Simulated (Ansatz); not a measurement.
**How far each method lies from full CI for BSi⁺, singlet**

Geometry: that of the BSi, doublet, kept fixed. The triplet lies 0.6 eV lower here.

```xyz
2

Si    0.0000    0.0000    0.0000
B     0.0000    0.0000    1.9192
```

Basis cc-pVDZ; Ansatz 0.2.0. Correlated methods freeze the noble-gas cores, which leaves 6 electrons in 26 orbitals. R marks a restricted (for open shells ROHF) determinant, U an unrestricted one. Active spaces: valence = (6e, 8o) chosen from the atoms' valence shells.

Full CI is exact within this basis and frozen core; it isn't the basis-set limit. The frozen core follows each run's orbitals, which can shift R against U totals by a few meV.

HF rows: UHF is the lowest solution found. Coupled cluster chose its determinant by a search with trial CCSD, here up to 0.15 eV above the lowest Hartree–Fock solution of its kind, and MP2 stands on that determinant too. The determinant fills πx and πy unequally, so it is a mixture of Σ and Δ, which weighs on every level built on one determinant.

- UHF ⟨S²⟩: 1.228
- ⟨S²⟩ of the determinant under UCCSD: 1.013
- T1 diagnostic (RCCSD): 0.0456
- largest doubles amplitude (RCCSD): 0.167

```csv
level,E − E(full CI) (kJ/mol),share of correlation (%),wall time
UHF†,306.9,–,5.5 s
RMP2,150.9,68.97,–
UMP2†,97.7,–,–
RCCSD,47.0,90.35,–
UCCSD*†,3.8,–,–
RCCSD(T),18.8,96.14,1.6 s
UCCSD(T)*†,-25.8,–,7 s
BCCD(T),19.2,96.06,1.8 s
RCCSDT,11.6,97.61,–
UCCSDT*†,-45.8,–,–
RCCSDT(Q),4.3,99.12,3 s
UCCSDT(Q)*†,-55.6,–,13 s
RCCSDTQ*,0.5,99.91,30 s
CASSCF (valence space),174.4,64.14,–
NEVPT2 (valence space),40.2,91.73,3.6 s
NEVPT4(SD) (valence space),2.3,99.52,4.9 s
MRCISD (valence space),6.2,98.73,–
MRCISD+Q (valence space),-2.0,100.41,5.5 s
```

An asterisk marks runs whose energy the program itself flagged as in doubt. A dagger marks rows that describe another state than the reference (another or a broken symmetry, a higher spin or other natural occupations), so the difference holds a gap between states beside the method's error.

The correlation energy at full CI, counted from the determinant under the R cluster runs, is -5.042 eV. That run took 14 s on 1 thread of Intel Xeon Platinum 8175M, shared host over 1,690,944 determinants.

Run but not shown, since their state, orbitals or frozen core can't be matched to the reference's or they repeat it: RHF, CISD, CISDTQ.

Times hold each run's SCF and search for its determinant on a shared host, so for small cases they say little of a method's own cost; they ran on 1 thread of Intel Xeon Platinum 8175M.

More than 5 meV below full CI, which no variational method can be: MRCISD+Q (valence space).

Unrestricted levels hold only the spin's projection, and here they fall towards a lower state of higher spin.

The full-CI state has the irrep A1 of C2v, in the program's axes (one component, if the state is degenerate).

Natural occupations of full CI about the gap: 1.935 1.790 0.942 0.927 0.157 0.085 0.084 0.019 0.011 0.007; effectively unpaired electrons, Σ n²(2−n)², 2.28. No single determinant describes this state well, so single-reference rows can miss without a flag.
